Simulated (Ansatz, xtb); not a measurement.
C3H3ClF2: which of two isomers lies lower

Structure I is `FC(F)/C=C/Cl`, a singlet and structure II is `FC(F)/C=C\Cl`, a singlet. Both are isolated molecules in the gas phase, relaxed with B3LYP-D3(BJ)/def2-SVP; the shapes shown needn't be the lowest conformers.

I (Å):

```yaml
atoms:
  - { symbol: C, position_ang: [1.6810, 0.2883, -0.6291] }
  - { symbol: C, position_ang: [-0.5654, 0.7494, 0.3140] }
  - { symbol: C, position_ang: [0.3862, 0.5365, -0.8236] }
  - { symbol: Cl, position_ang: [2.8083, 0.0430, -1.9200] }
  - { symbol: F, position_ang: [-1.5989, -0.1343, 0.2239] }
  - { symbol: F, position_ang: [0.0462, 0.5593, 1.5135] }
  - { symbol: H, position_ang: [-0.0405, 0.6014, -1.8279] }
  - { symbol: H, position_ang: [-1.0001, 1.7665, 0.3134] }
  - { symbol: H, position_ang: [2.1237, 0.2231, 0.3664] }
```

II (Å):

```json
{"atom": "C", "x (Å)": "-0.2238", "y (Å)": "-2.1817", "z (Å)": "-0.8767"}
{"atom": "C", "x (Å)": "0.2492", "y (Å)": "-1.4385", "z (Å)": "0.3298"}
{"atom": "C", "x (Å)": "1.3446", "y (Å)": "-0.6817", "z (Å)": "0.4055"}
{"atom": "Cl", "x (Å)": "2.4542", "y (Å)": "-0.4074", "z (Å)": "-0.9055"}
{"atom": "F", "x (Å)": "-1.4739", "y (Å)": "-1.7569", "z (Å)": "-1.2141"}
{"atom": "F", "x (Å)": "-0.3171", "y (Å)": "-3.5100", "z (Å)": "-0.5872"}
{"atom": "H", "x (Å)": "0.4374", "y (Å)": "-2.0571", "z (Å)": "-1.7484"}
{"atom": "H", "x (Å)": "-0.3782", "y (Å)": "-1.5402", "z (Å)": "1.2207"}
{"atom": "H", "x (Å)": "1.6347", "y (Å)": "-0.1631", "z (Å)": "1.3214"}
```

**Question.** Which of the two would you expect CCSD(T)/def2-SVP + ΔMP2/def2-TZVPP electronic energies to favour?

**Answer.** Too close to call at this level: CCSD(T)/def2-SVP + ΔMP2/def2-TZVPP gives E(II) − E(I) = −0.06 kcal/mol.

How the difference moves with the method:

| level | geometry | E(II) − E(I) (kcal/mol) | departure from the last row (kcal/mol) | job, with rough time for the two |
| --- | --- | --- | --- | --- |
| GFN2-xTB | GFN2-xTB | +0.12 | +0.18 | optimisation, 0.46 s |
| HF/STO-3G | GFN2-xTB | −0.04 | +0.03 | single point, 0.28 s |
| r2SCAN-D4/def2-SVP | GFN2-xTB | +0.07 | +0.13 | single point, 3.4 s |
| B3LYP-D3(BJ)/def2-SVP | B3LYP-D3(BJ)/def2-SVP | −0.15 | −0.09 | optimisation, 29 s |
| HF/def2-SVP | B3LYP-D3(BJ)/def2-SVP | +0.37 | +0.43 | part of the CCSD(T) run |
| MP2/def2-SVP | B3LYP-D3(BJ)/def2-SVP | +0.32 | +0.39 | part of the CCSD(T) run |
| CCSD(T)/def2-SVP | B3LYP-D3(BJ)/def2-SVP | +0.30 | +0.37 | single point |
| CCSD(T)/def2-SVP + ΔMP2/def2-TZVPP | B3LYP-D3(BJ)/def2-SVP | −0.06 |  | single point, 32 s |

As drawn, both hold the same kinds of bond in the same numbers.

The largest departure from CCSD(T)/def2-SVP + ΔMP2/def2-TZVPP is that of HF/def2-SVP, 0.43 kcal/mol. The last row adds to CCSD(T) the change of the MP2 difference between the two basis sets, here −0.37 kcal/mol.

With harmonic frequencies from B3LYP-D3(BJ)/def2-SVP (ideal gas, rigid rotor, one conformer each, 298.15 K, 1 atm): on the last row, ΔE + ΔZPE = +0.04 kcal/mol. A mode under 50 cm⁻¹ makes harmonic enthalpies and free energies unreliable, so none is given.

The correlated steps freeze 10 core orbitals. Programs: Ansatz 0.2.0, xtb 6.7.1; the last row on 2 threads of Arm Neoverse V2 on a shared host.
